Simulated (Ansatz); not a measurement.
# SiN2H (quartet): wave-function methods side by side, def2-QZVPP

The task here is to estimate one member of a computed series from the others.

Program: Ansatz 0.2.0, Gaussian basis. Level of theory: def2-QZVPP, core rule «outside noble gas», up to 7 orbitals frozen. These are calculated values, not measurements.

To be run: UHF; ROHF; CCSD(T) on UHF.

2 further runs of the same task are left out: 2 set aside as unsound or not needed.

**The geometry**

The geometry is a PBE0/def2-TZVP stationary point (not a proven minimum) of the parent state, kept for this charge and spin.

4 atoms, charge 0, spin multiplicity 4.

Atoms are counted from 1 here; the program's logs count them from 0.

Bond lengths: Si1–N2 1.658 Å, Si1–N3 1.658 Å, Si1–H4 1.472 Å, N2–N3 1.546 Å. Angles: N2–Si1–N3 55.6°, N2–Si1–H4 152.2°, N3–Si1–H4 152.2°, Si1–N2–N3 62.2°, Si1–N3–N2 62.2°.

The first run:

Input file in.yaml:

```yaml
crystal:
  periodic: [false, false, false]
  atoms:
    - {symbol: Si, position_ang: [0.000000, 0.000000, 0.693477]}
    - {symbol: N, position_ang: [0.000000, -0.773207, -0.773173]}
    - {symbol: N, position_ang: [0.000000, 0.773207, -0.773173]}
    - {symbol: H, position_ang: [0.000000, 0.000000, 2.165363]}
basis:
  gaussian: {orbitals: "def2-QZVPP.json"}
magnetization: {spin_polarized: true, initial_magnetization: 3}
hamiltonian: {xc: hf}
output: {orbitals: {seedname: orbitals}}
```

The run is started by

```bash
> ansatz run in.yaml --threads 1 --pin off --events-out ev --progress --plain --max-ram 2393MiB
```

Among the steps run: UHF; ROHF; CCSD(T) on UHF.

One table of the session follows, with a row left open; its other results are not shown here.

| method | from UCCSD(T) (meV) |
| --- | --- |
| ROHF | +15384.5 |
| UHF | +14832.7 |
| UMP2 | +1108.6 |
| UCCSD | ? |
| UCCSD(T) | 0 |

Estimate the missing values for UCCSD.

The run gave: from UCCSD(T) (meV): +878.0. In the column «from UCCSD(T) (meV)» it lies between UCCSD(T) (0) and UMP2 (+1108.6).

To keep in mind: Warnings: coupled cluster took another determinant than the lowest.
